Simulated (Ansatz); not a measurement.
Ideal-gas functions of C2H3FS2 (`FC1SCS1`) at 600 K and 1 bar, from an Ansatz frequency run at PBE0-D4/def2-TZVP.

Molar mass 110.18 g/mol, point group Cs (symmetry number 1), electronic degeneracy 1, moments of inertia 126.083, 133.287, 234.335 u Å². Harmonic wavenumbers (cm⁻¹, unscaled): 113, 314, 386, 486, 739, 741, 798, 811, 898, 1039, 1041, 1154, 1206, 1344, 1476, 3093, 3122, 3160.

Use S(trans) = R[1.5 ln M + 2.5 ln T − 1.1517]; rotational temperatures θ = 24.2544 K / I; S(rot) = R[ln(√π/σ · √(T³/θAθBθC)) + 1.5]; for each mode x = 1.438777 ν̃/T, S = R[x/(eˣ − 1) − ln(1 − e⁻ˣ)] and H = RT x/(eˣ − 1); 1 cm⁻¹ = 0.0119627 kJ/mol; R = 8.31446 J/(mol·K).

Q: By hand: the entropy, in J/(mol·K).

A: Translation 182.0. Rotation: θ = 0.1924, 0.182, 0.1035 K, giving 120.4. Vibration, mode by mode: 19.20, 10.87, 9.25, 7.50, 4.57, 4.55, 4.08, 3.98, 3.38, 2.59, 2.58, 2.08, 1.89, 1.45, 1.12, 0.04, 0.04, 0.04, in all 79.2. Electronic 0.0. Sum 381.6 J/(mol·K).

Q: By hand: H − E and G − E in kJ/mol, counted from the electronic energy.

A: Zero-point energy ½ × 21921 × 0.0119627 = 131.1; thermal vibration 26.9; translation, rotation and pV give 4 RT = 20.0. H − E = 178.0 kJ/mol, and G − E = 178.0 − 600 × 381.6/1000 = -51.0 kJ/mol.

Vibration gives 21 % of the entropy, 19.2 J/(mol·K) of it from the mode under 150 cm⁻¹: soft modes count most, and the harmonic formula is weakest for them.
